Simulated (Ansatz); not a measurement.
## TlW: from a trial structure to a relaxed crystal

Method: DFT PBE, scalar-relativistic, plane waves, PAW (Ansatz 0.2.0). Cutoff 420 eV, Γ-centred k mesh, Gaussian smearing, no spin polarisation in the final step.

A relaxed cell is given with its space group left out.

```xyz
2
Lattice="3.3617 0.0000 0.0000 0.0000 3.3617 0.0000 0.0000 0.0000 3.3617" Properties=species:S:1:pos:R:3 pbc="T T T"
Tl    0.0000    0.0000    0.0000
W     1.6809    1.6809    1.6809
```

The zero of energy is the elements' standard structures at the same level; no fitted shifts are applied.

(1) What space group does it have?

(2) How far does it lie from the elements in energy?

(3) Is it a metal?

Answers

(1) Pm-3m (No. 221). Conventional cell: a = 3.362 Å. Around Tl lie 8 W at 2.91 Å and 6 Tl at 3.36 Å; W has 8 Tl at 2.91 Å and 6 W at 3.36 Å.

(2) 1.42 eV/atom.

(3) Yes, bands cross the Fermi level on the 16×16×16 mesh.

The final run used a 16×16×16 mesh on its 2-atom cell and 0.10 eV smearing. For metals, differences of a few meV/atom aren't resolved. Spin–orbit coupling is left out. The cell came from a trial start, so TlW may not exist in this structure.

Cost: 3 runs of about 0.52 core-minutes in all, on Arm Neoverse V1 (shared hosts).